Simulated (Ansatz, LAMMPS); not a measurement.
How well does each level of theory give the bulk modulus of hcp Os?

Reference value: 425 GPa (measured, zero-point energy and finite temperature contributions removed; as tabulated in doi:10.1021/acs.jctc.3c00612).

Task: What do Lennard-Jones uff-vdw, LDA, BLYP, PBE, PBEsol+SOC, revPBE, PBE-D3(BJ), PBE-D4, r²SCAN-D4 give, and how far is each from the reference?

Result: 
| level (code) | value (GPa) | cell (Å³/atom) | error (%) |
|---|---|---|---|
| Lennard-Jones uff-vdw (LAMMPS) | 0.89 | 19.71 | -100 |
| LDA (Ansatz) | 448 | 13.70 | +5.4 |
| BLYP (Ansatz) | 344 | 14.90 | -19.1 |
| PBE (Ansatz) | 397 | 14.28 | -6.6 |
| PBEsol+SOC (Ansatz) | 427 | 13.90 | +0.5 |
| revPBE (Ansatz) | 387 | 14.38 | -8.9 |
| PBE-D3(BJ) (Ansatz) | 418 | 14.01 | -1.6 |
| PBE-D4 (Ansatz) | 419 | 14.02 | -1.4 |
| r²SCAN-D4 (Ansatz) | 434 | 13.95 | +2.1 |

Leaving aside Lennard-Jones uff-vdw (doubt noted below): Once the reference is moved by up to 1.7 % (a margin picked here for doubts on the reference and the settings) and values within 1.7 % count as equal, the nearest can be PBEsol+SOC (+0.5 %), PBE-D4 (-1.4 %), PBE-D3(BJ) (-1.6 %) or r²SCAN-D4 (+2.1 %). Among them BLYP (-19.1 %) misses by most. Within 15 %: LDA, PBE, PBEsol+SOC, revPBE, PBE-D3(BJ), PBE-D4, r²SCAN-D4.

Density-functional levels without +SOC have no spin–orbit coupling. Lennard-Jones uff-vdw: this is a force field's van der Waals term alone, without bonds or charges. Each level is taken at its own relaxed cell. Cutoffs differ between the levels. Ansatz's density-functional and Hartree–Fock values are scalar-relativistic unless marked +SOC, with PAW data made under PBE.

Differences are worked out from the printed values.

Ansatz is a first-principles code.
